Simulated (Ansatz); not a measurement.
Basis-set series for C₃H₃FS (`FCC=C=S`). Total charge 0; spin multiplicity 1. The structure was optimised at the PBE0-D4/def2-TZVP level. It is one conformer, not always the lowest.

```tsv
functional	basis	functions	energy (Eh)	HOMO (eV)	LUMO (eV)
PBE0-D4	def2-SVP	89	-613.44154	-6.73	-2.27
PBE0-D4	def2-QZVPP	388	-613.85535	-6.85	-2.45
ωB97M-V	def2-SVP	89	-613.71113	-8.73	-0.02
ωB97M-V	def2-QZVPP	388	-614.13070	-8.88	-0.30
```

Question: Give the rows for def2-TZVPP. (Estimate.)

Answer: Computed: 
```tsv
functional	basis	functions	energy (Eh)	HOMO (eV)	LUMO (eV)
PBE0-D4	def2-TZVPP	208	-613.83206	-6.82	-2.41
ωB97M-V	def2-TZVPP	208	-614.10872	-8.84	-0.22
```
